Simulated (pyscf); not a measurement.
A first-order saddle from PySCF, ωB97X-D3(BJ)/def2-SVP:

```
O
Si 1 1.6884
O 2 1.6411 1 108.75
H 3 0.9752 2 116.37 1 -6.10
O 2 1.6458 3 111.05 4 120.37
H 5 0.9631 2 115.55 3 -38.10
O 2 1.6459 3 113.51 4 -118.84
C 7 1.4134 2 123.35 3 -68.94
H 8 1.1004 7 108.54 2 -171.94
H 8 1.1033 9 108.73 7 -121.04
H 8 1.1040 9 108.56 10 -118.11
Si 1 1.7681 2 119.61 3 32.24
O 12 1.7058 1 111.49 2 -50.13
H 13 0.9640 12 113.18 1 -89.23
H 12 1.4988 13 121.72 14 75.39
H 12 1.5189 15 98.02 13 -101.08
C 1 1.9595 2 122.19 3 -95.04
H 17 1.0915 1 110.24 2 -151.37
H 17 1.0923 18 114.42 1 139.81
H 17 1.0936 18 114.24 19 132.08
H 12 1.6652 15 88.12 16 -168.09
```

Surface: singlet, charge 0. Lowest wavenumbers (cm⁻¹): 1133i, 37, 54, 92, 104.

Name the species on either side of this saddle.

H₃C–O–Si(OH)(OH)–O–CH₃ + HO–SiH₃ ⇌ CH₄ + H₃C–O–Si(OH)(OH)–O–SiH₂–OH, a four-centre exchange read from left to right: C–O, H–Si broken and C–H, O–Si formed. At ωB97M-D3(BJ)/def2-TZVP it lies +250.4 kJ/mol from the left side and +488.3 kJ/mol from the right (each side as separated species at their lowest minima found). On the reactant side the descent ends in a bound adduct (not fully relaxed), 33.8 kJ/mol under the separated species and 286.8 kJ/mol under the saddle at ωB97X-D3(BJ)/def2-TZVP. H₃C–O–Si(OH)(OH)–O–CH₃ lies 66.5 kJ/mol over its isomer H₃C–CH₂–O–Si(OH)(OH)–OH (electronic energy, ωB97M-D3(BJ)/def2-TZVP). This is the saddle that the search found; another between the same sides may lie lower.
